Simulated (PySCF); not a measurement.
## How methods differ on the ionisation energy of Be

Be [He] 2s2 (1S) → Be⁺ [He] 2s1 (2S), as a difference of total energies. Computed with PySCF 2.14 in aug-cc-pCVQZ, with the non-relativistic Hamiltonian (point nucleus). Correlated levels: valence: 1s2 frozen. The calculations carry no spin-orbit coupling.

| method | ionisation energy (eV) | error (eV) |
| --- | --- | --- |
| UHF | 8.043 | -1.280 |
| MP2 (valence) | 8.850 | -0.473 |
| SCS-MP2 (valence) | 9.012 | -0.311 |
| CCSD (valence) | 9.296 | -0.027 |

Reference: 9.323 eV (measured; NIST Atomic Spectra Database, ionization energies).

Errors of the correlated levels include the incompleteness of this basis and the frozen core.

With two correlated electrons CCSD is exact in that space.
